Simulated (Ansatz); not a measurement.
Geometry optimisation, Ansatz 0.2.0, RKS r2SCAN-D4/def2-SVP.

Input:

```yaml
crystal:
  periodic: [false, false, false]
  atoms:
    - { symbol: B, position_ang: [0.0, 0.0, 0.0] }
    - { symbol: H, position_ang: [0.0, 0.0, 1.19] }
    - { symbol: C, position_ang: [1.3856, 0.0, -0.8] }
    - { symbol: H, position_ang: [1.7152, -1.0462, -0.9702] }
    - { symbol: H, position_ang: [1.2491, 0.508, -1.7774] }
    - { symbol: H, position_ang: [2.1552, 0.5381, -0.2082] }
    - { symbol: H, position_ang: [-1.0305, 0.0, -0.595] }
basis:
  gaussian: { orbitals: def2-SVP }
hamiltonian:
  xc: r2scan
  dispersion: d4
relax:
  f_tol: 0.02
  max_steps: 40
```

Run as:

```bash
$ ansatz run input.yaml --threads 1 --pin off --max-ram 2048MiB --backend cpu --events-out ev --progress --plain --runs-dir out
```

Q: Where does it end, and by what steps?

A: The run converged. After 4 steps the energy has fallen by 0.078 eV; H4 moved furthest, 0.13 Å.

```tsv
step	energy less start (eV)	largest force component (eV/Å)	accepted
0	0.0000	1.229	yes
1	-0.0593	0.548	yes
2	-0.0729	0.260	yes
3	-0.0783	0.071	yes
4	-0.0784	0.010	yes
```

```xyz
7
Properties=species:S:1:pos:R:3
B 0.020 0.016 -0.012
H 0.003 -0.041 1.198
C 1.362 0.078 -0.788
H 1.609 -1.000 -0.915
H 1.306 0.491 -1.806
H 2.211 0.512 -0.238
H -1.037 -0.055 -0.599
```

Whether the end is a true minimum wasn't checked by a vibrational analysis.

Run time: 9.8 s on 1 thread of Arm Neoverse V1, with other jobs on the host, peak memory 0.11 GiB.
